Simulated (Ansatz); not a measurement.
# H2N–C, quartet in cc-pVDZ: errors against UCCSDT(Q)

Geometry: a PBE0/def2-TZVP stationary point for this spin, not checked as a minimum. The doublet lies 3.7 eV lower here.

```xyz
4

N     0.0000    0.0000    0.5481
C     0.0000    0.0000   -0.8171
H     0.0000    0.8633    1.0602
H     0.0000   -0.8633    1.0602
```

Basis cc-pVDZ; Ansatz 0.2.0. Correlated methods freeze the noble-gas cores, which leaves 11 electrons in 36 orbitals. Prefix R: restricted or restricted open-shell reference; prefix U: unrestricted. Active spaces: valence = (11e, 10o) chosen from the atoms' valence shells.

Full CI isn't at hand for all of this; UCCSDT(Q) serves as the reference, and is uncertain by about the last step of the cluster series. The frozen core follows each run's orbitals, which can shift R against U totals by a few meV.

For open shells CISD is restricted-active-space CI with the open shells as a complete middle space.

* UHF ⟨S²⟩: 3.758
* T1 diagnostic (RCCSD): 0.0210
* largest doubles amplitude (RCCSD): 0.033
* T1 diagnostic (UCCSD): 0.0161

```json
{"level": "UHF", "E − E(RHF) (eV)": "-0.1006"}
{"level": "RMP2", "E − E(RHF) (eV)": "-6.2052"}
{"level": "UMP2", "E − E(RHF) (eV)": "-6.2082"}
{"level": "RCCSD", "E − E(RHF) (eV)": "-6.8092"}
{"level": "UCCSD", "E − E(RHF) (eV)": "-6.8113"}
{"level": "RCCSD(T)", "E − E(RHF) (eV)": "-6.9635"}
{"level": "UCCSD(T)", "E − E(RHF) (eV)": "-6.9642"}
```

Task: Estimate how far UCCSDT(Q) in cc-pVDZ lies from RCCSD(T). The table doesn't fix it; the size of (T) and the diagnostics are the guide.

Result: UCCSDT(Q) in cc-pVDZ lies 1.02 mEh below RCCSD(T), which is 18 % of the (T) step (-5.67 mEh). The diagnostics are small and one determinant leads, so the series closes fast and only a small part of (T) is left.

The other levels:

| level | E − E(UCCSDT(Q)) (mEh) | share of correlation (%) | wall time |
| --- | --- | --- | --- |
| CISD | 20.37 | 92.07 | 5.5 s |
| BCCD(T) | 1.04 | 99.59 | 1.1 s |
| RCCSDT | 0.50 | 99.80 | – |
| UCCSDT | 0.47 | 99.82 | – |
| RCCSDT(Q) | 0.05 | 99.98 | 14 s |
| CASSCF (valence space) | 181.73 | 29.27 | – |
| NEVPT2 (valence space) | 34.16 | 86.71 | 2.5 s |
| MRCISD (valence space) | 10.55 | 95.89 | – |
| MRCISD+Q (valence space) | 0.99 | 99.61 | 5 s |

The correlation energy at UCCSDT(Q), counted from RHF, is -6.991 eV. That run took 12 s on 1 thread of Arm Neoverse V2, shared host.

Times hold each run's SCF and search for its determinant on a shared host, so for small cases they say little of a method's own cost; they ran on 1 thread of Arm Neoverse V2.

Natural occupations of CASSCF (valence space) about the gap: 1.978 1.978 1.005 1.000 1.000 0.020 0.020 0.019; effectively unpaired electrons, Σ n²(2−n)², 3.01.
